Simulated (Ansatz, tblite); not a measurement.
**The cluster Os₄: a ladder of methods and basis sets**

An exercise on one series of results from a longer session: the logs are not shown, and one member is left open.

Method: as each input shows; program: Ansatz 0.2.0, Gaussian basis.

Levels to be run: GFN1-xTB, GFN2-xTB, PBE-D4/def2-TZVP, r2SCAN-D4/def2-TZVP, CAM-B3LYP-D4/def2-TZVP, ωB97M-V/def2-TZVP, LC-ωPBE/def2-TZVP, BHLYP-D4/def2-TZVP, B2PLYP/def2-TZVP, PBE+5HF/def2-TZVP, PBE+10HF/def2-TZVP, PBE+15HF/def2-TZVP, PBE+35HF/def2-TZVP, PBE+50HF/def2-TZVP, PBE-D4/def2-SVP, PBE0-D4/def2-SVP, PBE0-D4/def2-TZVPD, PBE-D4/def2-TZVPD, r2SCAN-D4/def2-TZVPD, CCSD(T)/def2-SVP, MP2/def2-TZVP, RPA/def2-TZVP.

2 further runs of the same task are left out: 1 that didn't finish, 1 set aside as unsound or not needed. Runs told in other sessions of the task aren't counted.

## The structure

The geometry is that of the singlet, from an earlier relaxation (r2SCAN-D4/def2-SVP). At that level it is the lowest of the isomers that a small search found.

4 atoms, charge 0, spin multiplicity 1.

Bond lengths: Os1–Os2 2.295 Å, Os1–Os3 3.270 Å, Os1–Os4 2.295 Å, Os2–Os3 2.294 Å, Os2–Os4 2.498 Å, Os3–Os4 2.295 Å. Angles: Os2–Os1–Os3 44.6°, Os2–Os1–Os4 66.0°, Os3–Os1–Os4 44.6°, Os1–Os2–Os3 90.9°, Os1–Os2–Os4 57.0°, Os3–Os2–Os4 57.0°, Os1–Os3–Os2 44.6°, Os1–Os3–Os4 44.6°, Os2–Os3–Os4 66.0°, Os1–Os4–Os2 57.0°, Os1–Os4–Os3 90.9°, Os2–Os4–Os3 57.0°.

As a file:

```
Os   -1.5205    2.1266    0.0416
Os    0.2289    2.3990   -1.4181
Os    1.7390    1.9978    0.2621
Os    0.0467    0.4531    0.1376
```

Os takes a core potential in the def2 sets. No spin-orbit coupling is included.

PBE0-D4/def2-TZVP was run before; its log isn't repeated, and its numbers join the tables.

The first run:

Tight binding, by tblite at 300 K electronic temperature and without a spin-polarisation term:

```python
tblite.interface.Calculator('GFN1-xTB', numbers, positions, charge=0, uhf=0).singlepoint()
```

Tight binding, by tblite at 300 K electronic temperature and without a spin-polarisation term:

```python
tblite.interface.Calculator('GFN2-xTB', numbers, positions, charge=0, uhf=0).singlepoint()
```

start.molden holds the orbitals of an earlier run on this state, given as this run's starting guess.

Input file in.yaml:

```yaml
crystal:
  periodic: [false, false, false]
  atoms:
    - {symbol: Os, position_ang: [-1.520480, 2.126561, 0.041650]}
    - {symbol: Os, position_ang: [0.228853, 2.398976, -1.418128]}
    - {symbol: Os, position_ang: [1.739042, 1.997781, 0.262061]}
    - {symbol: Os, position_ang: [0.046686, 0.453082, 0.137617]}
basis:
  gaussian: {orbitals: def2-TZVP, initial_orbitals: start.molden}
hamiltonian: {xc: pbe, dispersion: d4}
scf: {omitted_lower_state_checks: [starts]}
output: {orbitals: {seedname: orbitals}}
```

Launch:

```sh
> ansatz run in.yaml --threads 4 --pin off --events-out ev --progress --plain --max-ram 3916MiB
```

Among the steps run: PBE-D4/def2-TZVP; r2SCAN-D4/def2-TZVP; CAM-B3LYP-D4/def2-TZVP; ωB97M-V/def2-TZVP; LC-ωPBE/def2-TZVP; BHLYP-D4/def2-TZVP; B2PLYP/def2-TZVP; PBE+5HF/def2-TZVP; PBE+10HF/def2-TZVP; PBE+15HF/def2-TZVP; PBE+35HF/def2-TZVP; PBE+50HF/def2-TZVP; PBE-D4/def2-SVP; PBE0-D4/def2-SVP; PBE0-D4/def2-TZVPD; PBE-D4/def2-TZVPD; r2SCAN-D4/def2-TZVPD; CCSD(T)/def2-SVP; MP2/def2-TZVP; RPA/def2-TZVP.

One table of the session follows, with a row left open; its other results are not shown here.

| level | HOMO (eV) | LUMO (eV) | gap (eV) |
| --- | --- | --- | --- |
| PBE-D4/def2-SVP | -4.19 | -3.78 | 0.42 |
| PBE-D4/def2-TZVP | -4.20 | -3.84 | 0.37 |
| PBE-D4/def2-TZVPD | -4.21 | -3.84 | 0.37 |
| r2SCAN-D4/def2-TZVP | -4.24 | -3.62 | 0.62 |
| r2SCAN-D4/def2-TZVPD | -4.23 | -3.61 | 0.62 |
| PBE0-D4/def2-SVP | -4.84 | -2.87 | 1.97 |
| PBE0-D4/def2-TZVP | -4.84 | -2.93 | 1.91 |
| PBE0-D4/def2-TZVPD | -4.85 | -2.94 | 1.91 |
| BHLYP-D4/def2-TZVP | -5.35 | -2.08 | 3.27 |
| CAM-B3LYP-D4/def2-TZVP | -5.79 | -2.08 | 3.72 |
| LC-ωPBE/def2-TZVP | ? | ? | ? |
| ωB97M-V/def2-TZVP | -6.56 | -1.26 | 5.30 |
| PBE+5HF/def2-TZVP | -4.33 | -3.66 | 0.67 |
| PBE+10HF/def2-TZVP | -4.46 | -3.48 | 0.98 |
| PBE+15HF/def2-TZVP | -4.60 | -3.30 | 1.30 |
| PBE+35HF/def2-TZVP | -5.07 | -2.57 | 2.51 |
| PBE+50HF/def2-TZVP | -5.44 | -2.05 | 3.39 |

Q: Estimate the row for LC-ωPBE/def2-TZVP from the others.

The run gave: HOMO (eV): -6.61; LUMO (eV): -0.94; gap (eV): 5.67. In the column «HOMO (eV)» it is the lowest.

Caveats from the session: † marks a level with a doubtful state (flagged, unstable or spin-contaminated).
